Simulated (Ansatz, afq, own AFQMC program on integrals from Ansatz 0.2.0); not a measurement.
**AlBH₃, doublet in cc-pVDZ along one coordinate**

```xyz
5

B     0.0000    0.0000    1.3781
Al    0.0000    0.0000   -0.6166
H     0.0000    1.0440    1.9635
H     0.0000   -1.0440    1.9635
H     0.0000    0.0000   -2.2031
```

The B1–Al2 distance is changed with both sides rigid. Energies in kcal/mol count from this geometry (1.995 Å) at the same level; the start stands on UHF, each point on the determinant named.

Basis cc-pVDZ. Noble-gas cores (and the filled d shells of Ga–Kr and In–Xe) are frozen. Ansatz 0.2.0 and our own AFQMC program on the same integrals; the CISD trial comes from CCSD amplitudes, and released means the phaseless constraint is let go. Error bars are statistical, one sigma.

Cautions, each for one point or more: an unrestricted solution with more broken spin lies lower, while this determinant keeps restricted orbitals; higher spins were not checked; raised T1 diagnostic; released walk and highest rung disagree; the ph-AFQMC/CISD walk drifts between its halves.

| r(B1–Al2) / Å | det. | T1 | weight | ⟨S²⟩ | PBE | CCSD | CCSD(T) |
| --- | --- | --- | --- | --- | --- | --- | --- |
| 1.565 | UHF | 0.014 | 0.90 | 0.76 | 57.1 | 62.3 | 62.5 |
| 2.439 | UHF | 0.049 | 0.84 | 0.80 | 16.1 | 16.3 | 15.7 |
| 4.355 | UHF† | 0.010 | 0.88 | 0.75 | 60.3 | 44.9 | 46.6 |
| 6.617 | UHF† | 0.011 | 0.88 | 0.75 | 60.5 | 44.3 | 46.1 |

(1) Estimate the curve of CCSDT(Q), counted from the same start.

## Answers

(1) 
```json
{"r(B1–Al2) / Å": "1.565", "det.": "UHF", "T1": "0.014", "weight": "0.90", "⟨S²⟩": "0.76", "CCSDT(Q)": "62.7", "ph-AFQMC/CISD": "62.9 ± 0.3", "released AFQMC": "62.8 ± 0.4"}
{"r(B1–Al2) / Å": "2.439", "det.": "UHF", "T1": "0.049", "weight": "0.84", "⟨S²⟩": "0.80", "CCSDT(Q)": "15.2", "ph-AFQMC/CISD": "15.9 ± 0.3", "released AFQMC": "16.1 ± 0.4*"}
{"r(B1–Al2) / Å": "4.355", "det.": "UHF†", "T1": "0.010", "weight": "0.88", "⟨S²⟩": "0.75", "CCSDT(Q)": "47.1", "ph-AFQMC/CISD": "47.3 ± 0.3", "released AFQMC": "47.4 ± 0.4"}
{"r(B1–Al2) / Å": "6.617", "det.": "UHF†", "T1": "0.011", "weight": "0.88", "⟨S²⟩": "0.75", "CCSDT(Q)": "46.6", "ph-AFQMC/CISD": "46.9 ± 0.2", "released AFQMC": "46.5 ± 0.4"}
```

Weight is that of the determinant in the CISD state; at the start T1 is 0.021 and the weight 0.89, and ⟨S²⟩ is 0.76. An asterisk marks released energies that aren't shown to be converged. A dagger marks points whose determinant fills other symmetries than the start's, so the wave-function levels may follow another state there, or a degenerate partner. Largest departures from CCSDT(Q), at the points where its series has closed: CCSD(T) -0.5 kcal/mol at 6.617 (on UHF), ph-AFQMC/CISD 0.3 kcal/mol at 6.617 (on UHF) (within the noise), released AFQMC 0.3 kcal/mol at 4.355 (on UHF) (within the noise), CCSD -2.3 kcal/mol at 6.617 (on UHF). The functionals aren't scored here. In this small basis the wave-function levels are far from their limit, so their gap to the functionals isn't the functionals' error.

A walk keeps the symmetry of its determinant, which the program's search chose and which needn't be the lowest solution, so a lower state of the same spin and another symmetry isn't excluded.
